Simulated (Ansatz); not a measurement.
How far a parabola holds: energy against volume of bcc Ta

System: bcc Ta. Method: r²SCAN (Ansatz, an electronic-structure program, PAW). Numerical settings: plane-wave cutoff 560 eV, 24×24×24 k mesh, Fermi–Dirac smearing 0.05 eV, scalar-relativistic PAW data made under PBE. The cell has no free parameter but its volume, all volumes share cutoff and mesh, and the runs aren't spin-polarised. Energies are free energies at the run's smearing, counted from the lowest row; static lattice.

```
V (Å³/atom)  E (meV/atom)
-----------  ------------
17.325              19.38
17.686               4.70
18.047               0.00
18.408               4.37
18.769              16.97
19.130                  ?
```

Fit E of the 5 rows that show it with a parabola. With u = V - 18.0, the rows have u = -0.6750, -0.3140, 0.0470, 0.4080, 0.7690. Least squares gives E = 0.138 - 4.7049·u + 34.8754·u². Residuals (row less fit): 0.176, -0.354, 0.006, 0.346, -0.174; standard error 0.391 (degrees of freedom: 2). The fitted curve has its minimum at V = 18.1, where E = -0.02. Its curvature is d²E/dV² = 2 × 34.8754 meV/Å⁶, so B = V0·d²E/dV² × 0.1602 = 202 GPa.

Task: What does the fit predict for E at V = 19.130, and how far is the calculated value from it?

Result: u = 1.1300, so E = 0.138 - 4.7049 × 1.1300 + 34.8754 × 1.1300² = 39.354 meV/atom. The calculation gives 37.08 meV/atom, 2.274 meV/atom below the prediction (6.1 % of the range of E in the table). The row lies outside the fitted rows, so this is an extrapolation. From the scatter of the fitted rows alone, a prediction at this place has a standard error of 0.926 meV/atom, so the miss is 2.5 times that.

The residuals are curvature that a parabola lacks, not noise. A solid that stiffens under compression and softens on expansion lies above the parabola at the compressed end and under it at the expanded end, as this row does. A third-order Birch-Murnaghan fit to the whole scan has B0 = 201 GPa. Only scans are tabulated whose curvature falls smoothly with volume, and where the parabola meets the shown rows within 5 % of their range and misses the end by 0.1 meV or more.

Measured, for comparison: bulk modulus 198 GPa (corrected for temperature and zero-point phonon effects, sources range from 194 to 203; as tabulated in Levämäki et al. (2014), arXiv:1402.3671). Computed less measured: bulk modulus +1.5 % (inside the range of the sources held).

Spin–orbit coupling is not included.
